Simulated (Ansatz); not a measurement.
Basis-set extrapolation for HMgS (`[Mg][SH]`) radical (PBE0-D4/def2-TZVP geometry, frozen core, Ansatz). Multiplicity 2, UHF reference. For Mg the program correlates outer-core shells too, which these sets cover unevenly, so the extrapolated numbers aren't a true limit.

```tsv
	def2-TZVPP	def2-QZVPP
HF	-597.765091	-597.785215
MP2 correlation	-0.359721	-0.412796
CCSD(T) correlation	-0.396482	-0.452329
```

Energies in hartree. Use E(X) = E(∞) + A·exp(−7.88·√X) for Hartree–Fock and E(X) = E(∞) + B·X^(−2.97) for correlation, with X = 3 and 4.

Task: What is the CCSD(T) energy at the basis-set limit?

Result: HF limit: -597.785215 + (-0.020124) × 0.13774 = -597.78799. Correlation limit: -0.452329 + (-0.055847) × 0.74074 = -0.49370. Total: -598.28169 hartree, 75.4 kcal/mol below CCSD(T)/def2-TZVPP.
